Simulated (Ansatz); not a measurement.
## Abstraction of Cl: C4H9Cl + C2HF2 → C4H9 + C2HClF2

Species: C4H9Cl (2-chloro-2-methylpropane) `CC(C)(C)Cl`, singlet; C2HF2 `[CH]=C(F)F`, doublet; C4H9 (tert-butyl radical) `C[C](C)C`, doublet; C2HClF2 `FC(F)=CCl`, singlet. A radical takes Cl: the energy is the difference in strength between two C–Cl bonds in different surroundings.

Shapes, held fixed at every level: PBE0-D4/def2-TZVP. Programs: Ansatz 0.2.0. The zero-point and thermal change to 298 K, harmonic and unscaled (PBE0-D4/def2-TZVP), is -0.9 kJ/mol.

```tsv
level	kind	ΔH(298 K) (kJ/mol)	CPU time (sum over the molecules)
SPW92/def2-TZVPP	LDA	-65.1	15 s
PBE-D4/def2-TZVPP	GGA	-60.2	28 s
B3LYP-D4/def2-TZVPP	global hybrid	-54.5	54 s
BHLYP-D4/def2-TZVPP	global hybrid	-49.9	39 s
r2SCAN0-D4/def2-TZVPP	global hybrid	-51.2	56 s
wB97M-V/def2-TZVPP	range-separated hybrid	-46.4	1.8 min
wB97X-V/def2-TZVPP	range-separated hybrid	-49.4	79 s
B2PLYP/def2-TZVPP	double hybrid	-51.4	61 s
```

B2PLYP/def2-TZVPP gives ΔH(298 K) = -51.4 kJ/mol; the levels span -65.1 to -46.4. The median of the levels is -51.3. No measured value is set beside it here. Spin contamination: C2HF2 (⟨S²⟩ up to 0.90). Open shells run unrestricted. Times are processor times on shared x86 and Arm servers, and rough.
